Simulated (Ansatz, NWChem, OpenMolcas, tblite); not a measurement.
# C2H3F3 (SMILES FCC(F)F): methods side by side

C2H3F3: 8 atoms, total charge 0, spin state singlet. SMILES: `FCC(F)F`. Geometry: relaxed at PBE0-D4/def2-TZVP. This is one conformer, not always the lowest.

Each level gives the HOMO–LUMO gap (eV). The values are calculated.

```csv
level,kind,program,value (eV),CPU time
GFN2-xTB,semi-empirical,tblite,12.15,under 2 s
HF/def2-SVP,Hartree–Fock,Ansatz,19.34,2.2 s
SVWN5/def2-SVP,LDA,Ansatz,8.34,3.4 s
BLYP/def2-SVP,GGA,Ansatz,8.57,5.7 s
revPBE/def2-SVP,GGA,NWChem,8.58,75 s
TPSS/def2-SVP,meta-GGA,NWChem,8.98,1.7 min
B3LYP/def2-SVP,global hybrid,OpenMolcas,11.00,33 s
CAM-B3LYP/def2-SVP,range-separated hybrid,NWChem,14.10,46 s
PBE-QIDH/def2-SVP,double hybrid,Ansatz,16.46,9.8 s
```

The values span 8.34 to 19.34 eV. Orbital gaps aren't excitation energies, and those of double hybrids come from the SCF part alone; they tend to grow with the share of exact exchange. Times are those of the runs behind each value, whatever else they computed, on shared processors of several kinds: orders of magnitude only.
